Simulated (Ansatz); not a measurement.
# The aluminium atom (doublet): density functionals in 6-31G, part 2 of 2

Ansatz 0.2.0, Gaussian basis; 6-31G, all electrons in the functionals, frozen cores in the correlation of double hybrids and RPA. Earlier steps stand in the parts before.

### 11 r2SCAN0 (unrestricted)

File in.yaml:

```yaml
crystal:
  periodic: [false, false, false]
  atoms:
    - {symbol: Al, position_ang: [0.000000, 0.000000, 0.000000]}
basis:
  gaussian: {orbitals: 6-31G}
magnetization: {spin_polarized: true, initial_magnetization: 1}
hamiltonian: {xc: {name: r2SCAN0}}
```

Started as:

```sh
ansatz run in.yaml --threads 1 --pin off --events-out ev --progress --plain --max-ram 2393MiB
```

Log (excerpt; [...] marks lines left out):

```text
Functional definition: r2SCAN0
  name "r2SCAN0"
  cite "Bursch, Neugebauer, Ehlert & Grimme, J. Chem. Phys. 156, 134105 (2022) doi:10.1063/5.0086040"
  cite "Furness, Kaplan, Ning, Perdew & Sun, J. Phys. Chem. Lett. 11, 8208 (2020) doi:10.1021/acs.jpclett.0c02405"
  cite "Furness, Kaplan, Ning, Perdew & Sun, J. Phys. Chem. Lett. 11, 9248 (2020) doi:10.1021/acs.jpclett.0c03077"
  parent r2scan
[...]
59 factors; integrals over basis functions are off by at most 7.9e-5 eV
[...]
mean field -6593.53115400 eV, -242.3078006536 hartree, gradient 6.2e-5 eV, S^2 0.750027; 0 other end points of the search recorded, 0 dependent functions left out
reference -6593.53116346 eV, -242.3078010012 hartree; 7, 6 occupied and 6, 7 virtual orbitals, 59 factors
Total energy: -6593.53116346 eV, -242.3078010012 hartree
```

Wall time 0.6 s (1 thread of Arm Neoverse V2, shared host).

From the report: ⟨S²⟩ of the determinant 0.750 (pure doublet: 0.75).

### 12 BHLYP (unrestricted)

Edit in.yaml of step 11 so:

```diff
@@ -7,2 +7,2 @@
 magnetization: {spin_polarized: true, initial_magnetization: 1}
-hamiltonian: {xc: {name: r2SCAN0}}
+hamiltonian: {xc: {name: BHLYP}}
```

Launched as before.

Log:

```text
Functional definition: BHLYP
  name "BHLYP"
  cite "Becke, J. Chem. Phys. 98, 1372 (1993) doi:10.1063/1.464304"
  cite "Becke, Phys. Rev. A 38, 3098 (1988) doi:10.1103/PhysRevA.38.3098"
  cite "Lee, Yang & Parr, Phys. Rev. B 37, 785 (1988) doi:10.1103/PhysRevB.37.785"
  parameter a = 0.5
  exchange = (1 - a)*b88_x + a*exact_x
  correlation = lyp_c
59 factors; integrals over basis functions are off by at most 7.9e-5 eV
mean field evaluation 1: about -6594.6452 eV, gradient 9.6e-1 eV
mean field evaluation 2: about -6594.6666 eV, gradient 2.5e-1 eV
mean field evaluation 4: about -6594.6650 eV, gradient 1.3e-2 eV
mean field evaluation 8: about -6594.6650 eV, gradient 2.3e-4 eV
mean field -6594.66499217 eV, -242.3494684376 hartree, gradient 1.9e-5 eV, S^2 0.750001; 0 other end points of the search recorded, 0 dependent functions left out
reference -6594.66508976 eV, -242.3494720242 hartree; 7, 6 occupied and 6, 7 virtual orbitals, 59 factors
Total energy: -6594.66508976 eV, -242.3494720242 hartree
```

Run time: 0.18 s. Hardware: 1 thread of Arm Neoverse V2, shared host.

From the report: ⟨S²⟩ of the determinant 0.750 (pure doublet: 0.75).

### 13 CAM-B3LYP (unrestricted)

Edit in.yaml of step 12 so:

```diff
@@ -7,2 +7,2 @@
 magnetization: {spin_polarized: true, initial_magnetization: 1}
-hamiltonian: {xc: {name: BHLYP}}
+hamiltonian: {xc: {name: CAM-B3LYP}}
```

Launched as before.

Log (excerpt; [...] marks lines left out):

```text
Functional definition: CAM-B3LYP
  name "CAM-B3LYP"
  cite "Yanai, Tew & Handy, Chem. Phys. Lett. 393, 51 (2004) doi:10.1016/j.cplett.2004.06.011"
  cite "Iikura, Tsuneda, Yanai & Hirao, J. Chem. Phys. 115, 3540 (2001) doi:10.1063/1.1383587"
  cite "Becke, Phys. Rev. A 38, 3098 (1988) doi:10.1103/PhysRevA.38.3098"
  cite "Lee, Yang & Parr, Phys. Rev. B 37, 785 (1988) doi:10.1103/PhysRevB.37.785"
  cite "Vosko, Wilk & Nusair, Can. J. Phys. 58, 1200 (1980) doi:10.1139/p80-159"
[...]
  # Exact exchange under (alpha + beta erf(omega r))/r, Becke's under what is left of 1/r.
[...]
59 factors; integrals over basis functions are off by at most 7.9e-5 eV
32 factors; integrals over basis functions are off by at most 2.3e-5 eV
[...]
mean field -6594.56278304 eV, -242.3457123216 hartree, gradient 3.7e-5 eV, S^2 0.750004; 0 other end points of the search recorded, 0 dependent functions left out
reference -6594.56285299 eV, -242.3457148923 hartree; 7, 6 occupied and 6, 7 virtual orbitals, 59 factors
Total energy: -6594.56285299 eV, -242.3457148923 hartree
```

It took 0.27 s on 1 thread of Arm Neoverse V2, shared host.

From the report: ⟨S²⟩ of the determinant 0.750 (pure doublet: 0.75).

### 14 wB97X-V (unrestricted)

Edit in.yaml of step 13 so:

```diff
@@ -7,2 +7,2 @@
 magnetization: {spin_polarized: true, initial_magnetization: 1}
-hamiltonian: {xc: {name: CAM-B3LYP}}
+hamiltonian: {xc: {name: wB97X-V}}
```

Launched as before.

Log (excerpt; [...] marks lines left out):

```text
Functional definition: wB97X-V
  name "wB97X-V"
  cite "Mardirossian & Head-Gordon, Phys. Chem. Chem. Phys. 16, 9904 (2014) doi:10.1039/C3CP54374A"
  cite "Becke, J. Chem. Phys. 107, 8554 (1997) doi:10.1063/1.475007"
  cite "Vydrov & Van Voorhis, J. Chem. Phys. 133, 244103 (2010) doi:10.1063/1.3521275"
[...]
      + integral(e_c_pw_opposite_spin*poly(b97_u_opposite, cos0, cos1)) + vv10(b, c)
59 factors; integrals over basis functions are off by at most 7.9e-5 eV
29 factors; integrals over basis functions are off by at most 1.5e-4 eV
[...]
mean field -6593.23762066 eV, -242.2970135023 hartree, gradient 4.2e-5 eV, S^2 0.750001; 0 other end points of the search recorded, 0 dependent functions left out
reference -6593.23762101 eV, -242.2970135151 hartree; 7, 6 occupied and 6, 7 virtual orbitals, 59 factors
Total energy: -6593.23762101 eV, -242.2970135151 hartree
```

Wall time 0.75 s (1 thread of Arm Neoverse V2, shared host).

From the report: ⟨S²⟩ of the determinant 0.750 (pure doublet: 0.75).

### 15 wB97M-V (unrestricted)

Edit in.yaml of step 14 so:

```diff
@@ -7,2 +7,3 @@
 magnetization: {spin_polarized: true, initial_magnetization: 1}
-hamiltonian: {xc: {name: wB97X-V}}
+hamiltonian: {xc: {name: wB97M-V}}
+output: {orbitals: {seedname: orbitals}}
```

Launched as before.

Log (excerpt; [...] marks lines left out):

```text
Functional definition: wB97M-V
  name "wB97M-V"
  cite "Mardirossian & Head-Gordon, J. Chem. Phys. 144, 214110 (2016) doi:10.1063/1.4952647"
  cite "Becke, J. Chem. Phys. 107, 8554 (1997) doi:10.1063/1.475007"
  cite "Vydrov & Van Voorhis, J. Chem. Phys. 133, 244103 (2010) doi:10.1063/1.3521275"
  # Of w^i u^j: cxij and so on, Table III.
[...]
  gx(w, u) = 1 - cx + cx01*u + cx10*w
  gss(w, u) = css00 + css04*u^4 + css10*w + css20*w^2 + css43*w^4*u^3
  gos(w, u) = cos00 + cos10*w + (cos20 + cos21*u)*w^2 + (cos60 + cos61*u)*w^6
[...]
      + integral(e_c_pw_mod_opposite_spin*gos(b97_w_opposite, b97_u_opposite)) + vv10(b, c)
59 factors; integrals over basis functions are off by at most 7.9e-5 eV
29 factors; integrals over basis functions are off by at most 1.5e-4 eV
[...]
mean field -6594.12848136 eV, -242.3297520290 hartree, gradient 7.3e-5 eV, S^2 0.750009; 0 other end points of the search recorded, 0 dependent functions left out
reference -6594.12850667 eV, -242.3297529594 hartree; 7, 6 occupied and 6, 7 virtual orbitals, 59 factors
Total energy: -6594.12850667 eV, -242.3297529594 hartree
```

It took 0.84 s on 1 thread of Arm Neoverse V2, shared host.

From the report: ⟨S²⟩ of the determinant 0.750 (pure doublet: 0.75).

### 16 HSE06 (unrestricted)

Edit in.yaml of step 15 so:

```diff
@@ -7,3 +7,2 @@
 magnetization: {spin_polarized: true, initial_magnetization: 1}
-hamiltonian: {xc: {name: wB97M-V}}
-output: {orbitals: {seedname: orbitals}}
+hamiltonian: {xc: {name: HSE06}}
```

The command is unchanged.

Log (excerpt; [...] marks lines left out):

```text
Functional definition: HSE06
  name "HSE06"
  cite "Heyd, Scuseria & Ernzerhof, J. Chem. Phys. 118, 8207 (2003) doi:10.1063/1.1564060"
  cite "Krukau, Vydrov, Izmaylov & Scuseria, J. Chem. Phys. 125, 224106 (2006) doi:10.1063/1.2404663"
  cite "Heyd & Scuseria, J. Chem. Phys. 120, 7274 (2004) doi:10.1063/1.1668634"
  cite "Ernzerhof & Perdew, J. Chem. Phys. 109, 3313 (1998) doi:10.1063/1.476928"
  cite "Perdew, Burke & Ernzerhof, Phys. Rev. Lett. 77, 3865 (1996) doi:10.1103/PhysRevLett.77.3865"
  parent pbe
[...]
  # The whole range is PBE's own exchange, as in plane waves. The composition of these papers is wPBEh.
[...]
59 factors; integrals over basis functions are off by at most 7.9e-5 eV
20 factors; integrals over basis functions are off by at most 9.6e-7 eV
[...]
mean field -6591.21806546 eV, -242.2227962175 hartree, gradient 7.9e-5 eV, S^2 0.750044; 1 other end points of the search recorded, 0 dependent functions left out
reference -6591.21809044 eV, -242.2227971356 hartree; 7, 6 occupied and 6, 7 virtual orbitals, 59 factors
Total energy: -6591.21809044 eV, -242.2227971356 hartree
```

It took 0.48 s on 1 thread of Arm Neoverse V2, shared host.

From the report: ⟨S²⟩ of the determinant 0.750 (pure doublet: 0.75).

### 17 B2PLYP (unrestricted)

Edit in.yaml of step 16 so:

```diff
@@ -7,2 +7,3 @@
 magnetization: {spin_polarized: true, initial_magnetization: 1}
-hamiltonian: {xc: {name: HSE06}}
+hamiltonian: {xc: {name: B2PLYP}}
+correlation: {electrons: outside_noble_gas}
```

The command is unchanged.

Log (excerpt; [...] marks lines left out):

```text
Functional definition: B2PLYP
  name "B2PLYP"
  cite "Grimme, J. Chem. Phys. 124, 034108 (2006) doi:10.1063/1.2148954"
  cite "Becke, Phys. Rev. A 38, 3098 (1988) doi:10.1103/PhysRevA.38.3098"
  cite "Lee, Yang & Parr, Phys. Rev. B 37, 785 (1988) doi:10.1103/PhysRevB.37.785"
[...]
59 factors; integrals over basis functions are off by at most 7.9e-5 eV
[...]
mean field -6591.02299961 eV, -242.2156276797 hartree, gradient 6.8e-7 eV, S^2 0.750004; 0 other end points of the search recorded, 0 dependent functions left out
5 core orbitals not correlated: weight in the atoms' cores, before any rotation towards them, 1.000 or more for the frozen orbitals, at most 0.000 for the correlated occupied ones
reference -6591.02309088 eV, -242.2156310340 hartree; 2, 1 occupied and 6, 7 virtual orbitals, 59 factors
second order -0.61552523 eV of doubles, -0.00000000 eV of singles
Total energy: -6591.18928269 eV, -242.2217384705 hartree
```

It took 0.21 s on 1 thread of Arm Neoverse V2, shared host.

From the report: ⟨S²⟩ of the determinant 0.750 (pure doublet: 0.75).

### 18 PBE-QIDH (unrestricted)

Edit in.yaml of step 17 so:

```diff
@@ -7,3 +7,3 @@
 magnetization: {spin_polarized: true, initial_magnetization: 1}
-hamiltonian: {xc: {name: B2PLYP}}
+hamiltonian: {xc: {name: PBE-QIDH}}
 correlation: {electrons: outside_noble_gas}
```

Launched as before.

Log (excerpt; [...] marks lines left out):

```text
Functional definition: PBE-QIDH
  name "PBE-QIDH"
  cite "Brémond, Sancho-García, Pérez-Jiménez & Adamo, J. Chem. Phys. 141, 031101 (2014) doi:10.1063/1.4890314"
  cite "Perdew, Burke & Ernzerhof, Phys. Rev. Lett. 77, 3865 (1996) doi:10.1103/PhysRevLett.77.3865"
[...]
59 factors; integrals over basis functions are off by at most 7.9e-5 eV
[...]
mean field -6588.48015971 eV, -242.1221800373 hartree, gradient 7.0e-6 eV, S^2 0.750077; 0 other end points of the search recorded, 0 dependent functions left out
5 core orbitals not correlated: weight in the atoms' cores, before any rotation towards them, 1.000 or more for the frozen orbitals, at most 0.000 for the correlated occupied ones
reference -6588.48016731 eV, -242.1221803165 hartree; 2, 1 occupied and 6, 7 virtual orbitals, 59 factors
second order -0.55005486 eV of doubles, -0.00000000 eV of singles
Total energy: -6588.66351893 eV, -242.1289183643 hartree
```

Wall time 0.21 s (1 thread of Arm Neoverse V2, shared host).

From the report: ⟨S²⟩ of the determinant 0.750 (pure doublet: 0.75).

### 19 RPA-PBE

File in.yaml:

```yaml
crystal:
  periodic: [false, false, false]
  atoms:
    - {symbol: Al, position_ang: [0.000000, 0.000000, 0.000000]}
basis:
  gaussian: {orbitals: 6-31G}
magnetization: {spin_polarized: true, initial_magnetization: 1}
hamiltonian: {xc: {name: PBE}}
correlation: {method: rpa, electrons: outside_noble_gas}
```

Launched as before.

Log (excerpt; [...] marks lines left out):

```text
Functional definition: PBE
  name "PBE"
  cite "Perdew, Burke & Ernzerhof, Phys. Rev. Lett. 77, 3865 (1996) doi:10.1103/PhysRevLett.77.3865"
  parent pbe
[...]
59 factors; integrals over basis functions are off by at most 7.9e-5 eV
[...]
mean field -6590.74323753 eV, -242.2053466129 hartree, gradient 2.1e-7 eV, S^2 0.750034; 3 other end points of the search recorded, 0 dependent functions left out
5 core orbitals not correlated: weight in the atoms' cores, before any rotation towards them, 1.000 or more for the frozen orbitals, at most 0.000 for the correlated occupied ones
reference -6581.12106434 eV, -241.8517382703 hartree; 2, 1 occupied and 6, 7 virtual orbitals, 59 factors
Total energy: -6582.68363833 eV, -241.9091618054 hartree
```

It took 0.45 s on 1 thread of Arm Neoverse V2, shared host.

From the report: ⟨S²⟩ of the determinant 0.750 (pure doublet: 0.75).

### 20 Side by side

| functional | energy (eV) | ⟨S²⟩ | time |
| --- | --- | --- | --- |
| SPW92 | -6565.6099 | 0.750 | 0.21 s |
| PBE | -6590.7433 | 0.750 | 0.27 s |
| BLYP | -6594.6971 | 0.750 | 0.3 s |
| revPBE | -6593.1201 | 0.750 | 0.3 s |
| r2SCAN | -6593.5731 | 0.750 | 1.3 s |
| B97M-V | -6592.7685 | 0.751 | 1.6 s |
| PBE0 | -6591.3807 | 0.750 | 0.33 s |
| B3LYP | -6595.1084 | 0.750 | 0.36 s |
| r2SCANh | -6593.5559 | 0.750 | 1.4 s |
| r2SCAN0 | -6593.5312 | 0.750 | 0.6 s |
| BHLYP | -6594.6651 | 0.750 | 0.18 s |
| CAM-B3LYP | -6594.5629 | 0.750 | 0.27 s |
| wB97X-V | -6593.2376 | 0.750 | 0.75 s |
| wB97M-V | -6594.1285 | 0.750 | 0.84 s |
| HSE06 | -6591.2181 | 0.750 | 0.48 s |
| B2PLYP | -6591.1893 | 0.750 | 0.21 s |
| PBE-QIDH | -6588.6635 | 0.750 | 0.21 s |
| RPA-PBE | -6582.6836 | 0.750 | 0.45 s |

Orbital levels of the runs that wrote orbitals: PBE HOMO -3.00, LUMO -2.77 eV; PBE0 HOMO -3.83, LUMO -2.02 eV; wB97M-V HOMO -5.12, LUMO -0.16 eV.

### 21 Summary of results

What follows sums up all 2 parts.

```
                quantity                       value
spread of total energies                     29.5 eV
       quickest, slowest  BHLYP 0.18 s, B97M-V 1.6 s
```

Total energies of different functionals can't be ranked; only differences within one functional count. These atomic energies are the zero for atomisation energies at the same level.
